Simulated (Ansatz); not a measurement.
## Other spins and charges of H₃Si–PH₂, singlet at one geometry

Geometry (PBE0/def2-TZVP stationary point for this spin, not checked as a minimum):

```xyz
7

Si   -0.0346    0.0000    1.1398
P     0.0909    0.0000   -1.1125
H     0.6699   -1.2091    1.6403
H     0.6699    1.2091    1.6403
H    -1.4250    0.0000    1.6660
H    -0.8719   -1.0346   -1.2599
H    -0.8719    1.0346   -1.2599
```

Basis cc-pVDZ; Ansatz 0.2.0. Only valence electrons are correlated (noble-gas cores frozen). Prefix R: restricted or restricted open-shell reference; prefix U: unrestricted.

Gaps are energies of the second state less the first, at fixed atoms, for a selection of the levels run; each method lands on the state that its own search finds for that charge and spin.

Task: PBE gives 9.711 eV for removing an electron, to the doublet. Estimate what UCCSDT(Q) gives in cc-pVDZ.

Result: UCCSDT(Q) in cc-pVDZ gives 9.672 eV, so against it PBE is off by 0.039 eV, of which a good part can be the reference's own basis and frozen-core error.

```json
{"level": "RHF", "gap (eV)": "8.988", "error (meV)": "-684"}
{"level": "UHF", "gap (eV)": "8.902", "error (meV)": "-770"}
{"level": "RMP2", "gap (eV)": "9.686", "error (meV)": "14"}
{"level": "CISD", "gap (eV)": "9.543", "error (meV)": "-129"}
{"level": "UCCSD", "gap (eV)": "9.654", "error (meV)": "-18"}
{"level": "UCCSD(T)", "gap (eV)": "9.675", "error (meV)": "3"}
{"level": "UCCSDT", "gap (eV)": "9.669", "error (meV)": "-3"}
{"level": "B3LYP", "gap (eV)": "9.827", "error (meV)": "155"}
{"level": "B2PLYP", "gap (eV)": "9.746", "error (meV)": "74"}
```

In so small a basis the reference is far from its limit while semilocal and hybrid functionals are nearer theirs (RPA and double hybrids share part of the reference's basis error), so the functionals' errors here hold much of the reference's basis and frozen-core error, which can add to them or hide them.

Full CI isn't at hand for all of this; UCCSDT(Q) serves as the reference, and is uncertain by the last step of the cluster series or more. The frozen core follows each run's orbitals, which can shift R against U totals by a few meV.
